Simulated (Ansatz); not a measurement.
# [AlH₂···H···H], doublet along the distance Al1-H4

All five atoms lie in one plane.

Starting geometry:

```xyz
5

Al   -0.0983    0.0000    0.0000
H    -0.8912    1.3734    0.0000
H    -0.8912   -1.3734    0.0000
H     1.4876    0.0000    0.0000
H     2.9257    0.0000    0.0000
```

From there H4 is moved from one fragment to the other while all else, the fragments' distance too, stays fixed; atoms are numbered as listed. Energies are in kJ/mol, counted from the starting geometry at the same level. Kohn–Sham curves are unrestricted where that lies lower.

Basis 6-31G; Ansatz 0.2.0. Only valence electrons are correlated (noble-gas cores frozen).

In so small a basis the reference is far from its limit while semilocal and hybrid functionals are nearer theirs (RPA and double hybrids share much of the reference's basis error), so the functionals' errors here hold much of the reference's basis and frozen-core error, which can add to them or hide them.

Full CI is exact within this basis and frozen core; it isn't the basis-set limit.

| distance Al1-H4 (Å) | full CI | PBE | r2SCAN | PBE0 | B3LYP | CAM-B3LYP | wB97M-V | B2PLYP | RPA-PBE |
| --- | --- | --- | --- | --- | --- | --- | --- | --- | --- |
| 1.475 | 13.6 | 19.6 | 18.4 | 17.1 | 16.9 | 15.4 | 14.4 | 14.4 | 14.3 |
| 1.586 | 0.0 | 0.0 | 0.0 | 0.0 | 0.0 | 0.0 | 0.0 | 0.0 | 0.0 |
| 1.685 | -1.7 | -8.4 | -6.3 | -5.6 | -5.8 | -4.0 | -3.3 | -2.7 | -3.0 |
| 1.784 | -1.3 | -14.9 | -10.1 | -9.3 | -9.8 | -6.0 | -5.3 | -3.4 | -5.1 |
| 1.883 | -6.4 | -24.7 | -17.1 | -16.9 | -17.7 | -12.3 | -12.1 | -8.7 | -13.1 |
| 1.982 | -21.6 | -40.3 | -31.0 | -31.7 | -32.8 | -26.5 | -27.6 | -23.1 | -30.7 |
| 2.081 | -45.9 | -60.3 | -50.7 | -52.8 | -54.1 | -47.8 | -50.3 | -45.7 | -56.4 |
| 2.180 | -71.4 | -78.9 | -70.3 | -73.7 | -75.4 | -69.6 | -73.0 | -69.6 | -82.6 |
| 2.279 | -85.1 | -85.0 | -78.5 | -82.7 | -85.0 | -79.4 | -83.4 | -82.0 | -96.5 |

(1) Judged by the spread of the error over the points with a reference (largest less smallest), which of these follows full CI best and which worst?

## Answers

(1) Subtracting the full CI column from each: best B2PLYP (errors from -2.3 to 3.1, spread 5.4 kJ/mol), worst PBE (from -18.6 to 6.0, spread 24.6 kJ/mol). Functionals and wave-function methods converge differently with the basis, so part of this is basis effect.
